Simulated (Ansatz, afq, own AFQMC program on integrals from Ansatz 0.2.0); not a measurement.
Integrals from Ansatz 0.2.0, then the random walk in our own AFQMC program (afq).

```yaml
crystal:
  periodic: [false, false, false]
  atoms:
    - {symbol: Sb, position_ang: [-0.000623, -0.001177, -0.012515]}
    - {symbol: H, position_ang: [1.586624, 0.012323, 0.526903]}
    - {symbol: H, position_ang: [-0.807607, 1.368947, 0.518563]}
    - {symbol: H, position_ang: [-0.703704, -1.239061, 0.466365]}
basis:
  gaussian: {orbitals: def2-SVP}
total_charge: 1
magnetization: {spin_polarized: true, initial_magnetization: 1}
correlation: {method: ccsd_t, electrons: outside_noble_gas, hamiltonian_folder: ham}
```

```sh
$ ansatz run in.yaml --threads 1 --pin off --events-out ev --progress --plain --max-ram 1382MiB
```

afq runs on the folder ham with

```
--method phaseless --trial cid --walkers 40 --populations 1 --least-time 40 --time-step 0.04 --steps-per-block 5 --equilibration-blocks 50 --max-blocks 300 --target-error 0.00064 --factor-cut 0.001 --start spin_pure --seed 9507 --taylor-order 6
```

Times are imaginary, in 1/Eh. The walk had a cap of 255 s. Filled inner d shells are frozen with the cores. Core potentials past Kr, no spin–orbit coupling.

afq prints:

```
orbitals 32  electrons 4 3  factors 163 of 487
reference energy -240.65542873 Eh
CCSD correlation -0.10943040 Eh in 10 cycles, weight of the determinant in the CISD state 0.9324
energy of the start -240.765092 Eh
 block  time / (1/Eh)  mean weight  energy / Eh
     1     0.200  0.9862  -240.764091
     2     0.400  1.0050  -240.764503
     3     0.600  0.9867  -240.764593
     4     0.800  1.0185  -240.764886
     5     1.000  0.9861  -240.765578
    10     2.000  0.9965  -240.766273
    37     7.400  0.9910  -240.765290
    67    13.400  0.9994  -240.770980
    97    19.400  0.9997  -240.767270
   127    25.400  1.0061  -240.767803
   157    31.400  0.9960  -240.766539
   187    37.400  0.9885  -240.766403
   217    43.400  0.9947  -240.768928
   247    49.400  0.9957  -240.768063
blocks merged  error / Eh  count
     1  0.000069  200
     2  0.000086  100
     4  0.000102  50
     8  0.000111  25
    16  0.000149  12
energy -240.767592 +/- 0.000111 Eh
(rows thinned)
```

The run passed its tests (sampling time, drift between the halves within three errors, error under three times the target), which doesn't prove that it has relaxed.

Against this walk (error 3.0 meV) on the same determinant: CCSD(T) 18.3 meV higher, CCSDT(Q) 1.4 meV higher (within the noise). The error is statistical and leaves out the bias of the constraint.

Cautions: constraint bias not in the error; no spin-orbit coupling; inner d shell frozen; the coarse factor cut changes the integrals a little; the time-step error isn't removed.

The walk took 15 s on 1 thread of Intel(R) Xeon(R) 6975P-C (Granite Rapids), on a shared host. The log's last line is the phaseless energy.

CCSDT and higher add their correlation energy to the determinant of the CCSD(T) run, since their own runs factorise the integrals more tightly (a shift of under 2 meV). A walk keeps the symmetry of its determinant, which the program's search chose and which needn't be the lowest solution, so a lower state of the same spin and another symmetry isn't excluded.
